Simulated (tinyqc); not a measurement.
Inside a calculation. Method: UKS/PBE in the sto-3g basis, for BH2, spin multiplicity 2. One step of it, computed by the program tinyqc.

Task: Iteration 1: diagonalisation and new density. Diagonalise F' = X^T F X, C = X C', fill 4 alpha and 3 beta electrons from the bottom; D(s) = C_occ C_occ^T. Each column has its largest component positive (the first on a tie).

F(alpha) (hartree), lower triangle:
```
            1B 1s      1B 2s    1B 2px     1B 2py     1B 2pz      2H 1s      3H 1s
1B 1s   -5.270750
1B 2s   -1.658274  -0.363276
1B 2px   0.000000   0.000000  0.447973
1B 2py   0.000000   0.000000  0.000000   0.400756
1B 2pz   0.022790   0.015373  0.000000   0.000000   0.446648
2H 1s   -0.187927  -0.156097  0.000000  -0.095472  -0.052012  -0.126514
3H 1s   -0.187927  -0.156097  0.000000   0.095472  -0.052012  -0.026104  -0.126514
```

F(beta) (hartree), lower triangle:
```
            1B 1s      1B 2s    1B 2px     1B 2py     1B 2pz      2H 1s      3H 1s
1B 1s   -5.257478
1B 2s   -1.648795  -0.315425
1B 2px   0.000000   0.000000  0.549340
1B 2py   0.000000   0.000000  0.000000   0.418629
1B 2pz   0.022137   0.007510  0.000000   0.000000   0.470631
2H 1s   -0.187032  -0.149927  0.000000  -0.092850  -0.050966  -0.120577
3H 1s   -0.187032  -0.149927  0.000000   0.092850  -0.050966  -0.025475  -0.120577
```

X:
```
                1          2          3         4          5          6         7
1B 1s   -0.418017   0.000000   0.720799  0.000000  -0.568536   0.000000  0.263236
1B 2s    0.964108   0.000000  -0.310513  0.000000  -0.275982   0.000000  0.498205
1B 2px   0.000000   0.000000   0.000000  1.000000   0.000000   0.000000  0.000000
1B 2py   0.000000   0.934952   0.000000  0.000000   0.000000   0.606272  0.000000
1B 2pz   0.437678   0.000000   0.648853  0.000000   0.650026   0.000000  0.220325
2H 1s   -0.644340  -0.688723  -0.245743  0.000000   0.198718   0.411512  0.362167
3H 1s   -0.644340   0.688723  -0.245743  0.000000   0.198718  -0.411512  0.362167
```

Give: F' = X^T F X; orbital energies; coefficients C; F' = X^T F X; orbital energies; coefficients C; D(alpha) after iteration 1; D(beta) after iteration 1.

Result:

F' = X^T F X (alpha) (hartree), lower triangle:
```
         1       2        3       4        5       6        7
1   0.2855
2   0.0000  0.5010
3   0.6184  0.0000  -1.7277
4   0.0000  0.0000   0.0000  0.4480
5  -0.4635  0.0000   2.2606  0.0000  -2.0051
6   0.0000  0.2903   0.0000  0.0000   0.0000  0.0180
7   0.5616  0.0000  -1.3207  0.0000   1.5050  0.0000  -1.1036
```

orbital energies (alpha) (hartree): MO1 -5.2827, MO2 -0.1531, MO3 -0.1181, MO4 0.2888, MO5 0.4480, MO6 0.5961, MO7 0.6371

coefficients C (alpha):
```
            MO1      MO2      MO3      MO4     MO5      MO6      MO7
1B 1s    0.9853  -0.1092   0.0000  -0.2823  0.0000  -0.1559   0.0000
1B 2s    0.0523   0.2067   0.0000   0.9658  0.0000   0.6099   0.0000
1B 2px   0.0000   0.0000   0.0000   0.0000  1.0000   0.0000   0.0000
1B 2py   0.0000   0.0000   0.1519   0.0000  0.0000   0.0000   1.1039
1B 2pz  -0.0014   0.0490   0.0000  -0.4471  0.0000   0.9388   0.0000
2H 1s   -0.0085   0.6154   0.6650  -0.2988  0.0000  -0.4221  -0.4488
3H 1s   -0.0085   0.6154  -0.6650  -0.2988  0.0000  -0.4221   0.4488
```

F' = X^T F X (beta) (hartree), lower triangle:
```
         1       2        3       4        5       6        7
1   0.3128
2   0.0000  0.5149
3   0.6107  0.0000  -1.7064
4   0.0000  0.0000   0.0000  0.5493
5  -0.4713  0.0000   2.2720  0.0000  -1.9815
6   0.0000  0.2973   0.0000  0.0000   0.0000  0.0290
7   0.5792  0.0000  -1.3250  0.0000   1.4956  0.0000  -1.0821
```

orbital energies (beta) (hartree): MO1 -5.2688, MO2 -0.1438, MO3 -0.1120, MO4 0.3359, MO5 0.5493, MO6 0.6194, MO7 0.6559

coefficients C (beta):
```
            MO1      MO2      MO3      MO4     MO5      MO6      MO7
1B 1s    0.9858  -0.1008   0.0000  -0.2805  0.0000  -0.1615   0.0000
1B 2s    0.0506   0.1789   0.0000   0.9587  0.0000   0.6298   0.0000
1B 2px   0.0000   0.0000   0.0000   0.0000  1.0000   0.0000   0.0000
1B 2py   0.0000   0.0000   0.1472   0.0000  0.0000   0.0000   1.1046
1B 2pz  -0.0013   0.0526   0.0000  -0.4637  0.0000   0.9305   0.0000
2H 1s   -0.0082   0.6255   0.6669  -0.2760  0.0000  -0.4227  -0.4459
3H 1s   -0.0082   0.6255  -0.6669  -0.2760  0.0000  -0.4227   0.4459
```

D(alpha) after iteration 1, lower triangle:
```
          1B 1s    1B 2s  1B 2px   1B 2py  1B 2pz   2H 1s   3H 1s
1B 1s    1.0625
1B 2s   -0.2437   0.9783
1B 2px   0.0000   0.0000  0.0000
1B 2py   0.0000   0.0000  0.0000   0.0231
1B 2pz   0.1195  -0.4217  0.0000   0.0000  0.2023
2H 1s    0.0088  -0.1618  0.0000   0.1010  0.1638  0.9103
3H 1s    0.0088  -0.1618  0.0000  -0.1010  0.1638  0.0258  0.9103
```

D(beta) after iteration 1, lower triangle:
```
          1B 1s   1B 2s  1B 2px   1B 2py  1B 2pz    2H 1s   3H 1s
1B 1s    0.9820
1B 2s    0.0319  0.0346
1B 2px   0.0000  0.0000  0.0000
1B 2py   0.0000  0.0000  0.0000   0.0217
1B 2pz  -0.0066  0.0093  0.0000   0.0000  0.0028
2H 1s   -0.0711  0.1115  0.0000   0.0981  0.0329   0.8362
3H 1s   -0.0711  0.1115  0.0000  -0.0981  0.0329  -0.0535  0.8362
```
